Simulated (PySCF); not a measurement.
Stepwise substitution at one centre (B F-OH). All species are isolated molecules in the gas phase. One relaxed conformer stands for each flexible species; it need not be the lowest. Strings in code marks are SMILES.

Level of theory: PBE-D3(BJ)/def2-TZVP // r2SCAN-D4/def2-TZVP (PySCF). All candidates: neutral, multiplicity 1. Excitations are Tamm–Dancoff values on a coarser integration grid. The basis has no diffuse functions, so Rydberg states are missing or too high.

```yaml
S1 excitation (TDA): 7.60 eV
HOMO: -7.90 eV
HOMO–LUMO gap: 7.50 eV
```

Question: Say which member has these values.
(A) `FB(F)F`
(B) `OB(O)O`
(C) `OB(F)F` (H–O–B–F torsion 180°)
(D) `OB(O)F` (H–O–B–F torsion 0°, F–B–O–H torsion 0°)

Answer: D, `OB(O)F` (H–O–B–F torsion 0°, F–B–O–H torsion 0°). The others give `OB(O)O`: 6.73 eV, -7.42 eV, 6.68 eV; `FB(F)F`: 9.72 eV, -9.99 eV, 9.62 eV; `OB(F)F` (H–O–B–F torsion 180°): 8.53 eV, -8.90 eV, 8.39 eV
